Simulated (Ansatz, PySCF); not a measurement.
hydrogen peroxide (H2O2), SMILES OO.

Geometry: B3LYP-D3(BJ)/def2-TZVP. A frequency run showed that this geometry is not a minimum.

Two levels are set side by side: PBE/def2-TZVPD (Ansatz, a program for electronic structure) and EOM-CCSD/aug-cc-pVDZ (PySCF). PBE by ΔSCF, the other level by its IP root; same geometry, the bases differ. Differences are taken from unrounded values.

```tsv
quantity	EOM-CCSD
vertical ionisation energy (eV)	10.48
```

What does PBE give, and how far is it from EOM-CCSD? (Estimate from the structure and the level; the computed values follow.)


```
quantity                           PBE  PBE minus EOM-CCSD
-------------------------------  -----  ------------------
vertical ionisation energy (eV)  10.55                0.07
```

Here PBE gives about what the other level gives.
